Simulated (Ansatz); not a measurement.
Input file:

```yaml
crystal:
  periodic: [false, false, false]
  atoms:
    - {symbol: Si, position_ang: [0.000000, 0.000000, -0.519577]}
    - {symbol: C, position_ang: [0.000000, 0.000000, -2.245847]}
    - {symbol: H, position_ang: [0.000000, 0.000000, 2.765423]}
basis:
  gaussian: {orbitals: 6-31G}
magnetization: {spin_polarized: false, initial_magnetization: 1}
correlation: {active_space: {window: {electrons: 1, orbitals: 10}, states: [{multiplicity: 2, weights: [0.5, 0.5, 1]}]}}
```

```sh
$ ansatz run in.yaml --threads 1 --pin off --events-out ev --progress --plain --max-ram 2393MiB
```

Roughly how long does this take on 1 thread of Arm Neoverse V1, shared host, and how much host memory?

1.7 s wall and 0.18 GiB.

```
500 factors; integrals over basis functions are off by at most 7.1e-8 eV
mean field evaluation 1: about -8892.1449 eV, gradient 2.2e1 eV
mean field evaluation 2: about -8892.1474 eV, gradient 2.2e1 eV
mean field evaluation 4: about -8896.1298 eV, gradient 5.7e0 eV
mean field evaluation 8: about -8896.8695 eV, gradient 9.5e-1 eV
mean field evaluation 16: about -8896.9697 eV, gradient 9.2e-1 eV
mean field evaluation 32: about -8896.8930 eV, gradient 3.8e-2 eV
mean field evaluation 64: about -8895.5699 eV, gradient 9.9e0 eV
mean field evaluation 96: about -8894.6022 eV, gradient 3.8e0 eV
mean field evaluation 128: about -8892.4745 eV, gradient 1.1e1 eV
mean field evaluation 160: about -8892.1449 eV, gradient 2.2e1 eV
mean field -8897.57651387 eV, -326.9799058908 hartree, gradient 4.4e-6 eV, S^2 0.750000; 13 other end points of the search recorded, 0 dependent functions left out
reference -8897.57651387 eV, -326.9799058908 hartree; 11, 10 occupied and 13, 14 virtual orbitals, 500 factors
state -8894.74436789 eV, -326.8758264457 hartree
state -8894.62779936 eV, -326.8715426312 hartree
state -8891.13332313 eV, -326.7431229983 hartree
Total energy: -8892.90970338 eV, -326.8084037684 hartree
```

Natural occupations, averaged over the states: 0.5000 0.2500 0.2500 0.0000 0.0000 0.0000 0.0000 0.0000 0.0000 0.0000.

The total printed last is the weighted mean of the 3 states, 1.835 eV above the lowest of them, and is no single state's energy. Before any correction even the lowest state lies above the reference determinant, by 2.83 eV, so the averaged orbitals or the space serve it badly.
